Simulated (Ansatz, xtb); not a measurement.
# Relative energy of two isomers of C3H5

Structure I: `C=[C]C`, a doublet. Structure II: `[H]/[C]=C/C`, a doublet. Both are isolated molecules in the gas phase, relaxed with BLYP-D3(BJ)/def2-SVP.

Quicker runs give these differences E(II) − E(I): GFN2-xTB +0.225 eV; HF/STO-3G +0.127 eV (at GFN2-xTB geometries); r2SCAN-D4/def2-SVP +0.223 eV (at GFN2-xTB geometries).

Q: Estimate E(II) − E(I) at the level CCSD(T)/def2-SVP.

A: Calculated at CCSD(T)/def2-SVP: E(II) − E(I) = +0.137 eV, so structure I lies lower.

The same difference at several levels:

| level | geometry | E(II) − E(I) (eV) | departure from the last row (eV) | job, with rough time for the two |
| --- | --- | --- | --- | --- |
| GFN2-xTB | GFN2-xTB | +0.225 | +0.088 | optimisation, 0.084 s |
| HF/STO-3G | GFN2-xTB | +0.127 | −0.010 | single point, 0.2 s |
| r2SCAN-D4/def2-SVP | GFN2-xTB | +0.223 | +0.087 | single point, 5.3 s |
| BLYP-D3(BJ)/def2-SVP | BLYP-D3(BJ)/def2-SVP | +0.210 | +0.074 | optimisation, 37 s |
| HF/def2-SVP | BLYP-D3(BJ)/def2-SVP | +0.127 | −0.009 | part of the CCSD(T) run |
| MP2/def2-SVP | BLYP-D3(BJ)/def2-SVP | +0.153 | +0.017 | part of the CCSD(T) run |
| CCSD(T)/def2-SVP | BLYP-D3(BJ)/def2-SVP | +0.137 |  | single point, 13 s |

As drawn, both hold the same kinds of bond in the same numbers.

The levels shown agree on the order. The largest departure from CCSD(T)/def2-SVP is that of GFN2-xTB, 0.088 eV. MP2 in a larger basis moves the difference by +0.011 eV, a step that isn't added because spin contamination makes open-shell MP2 unreliable in this search.

With harmonic frequencies from BLYP-D3(BJ)/def2-SVP (ideal gas, rigid rotor, one conformer each, 600 K, 1 atm): the zero-point term adds +0.011 eV; ΔH is +0.143 and ΔG +0.158 eV.

Open shells are spin-unrestricted, with notable spin contamination under HF/STO-3G, HF/def2-SVP, MP2/def2-SVP, CCSD(T)/def2-SVP. The correlated steps freeze 3 core orbitals. Programs: Ansatz 0.2.0, xtb 6.7.1; the last row on 1 thread of Arm Neoverse V2 on a shared host.
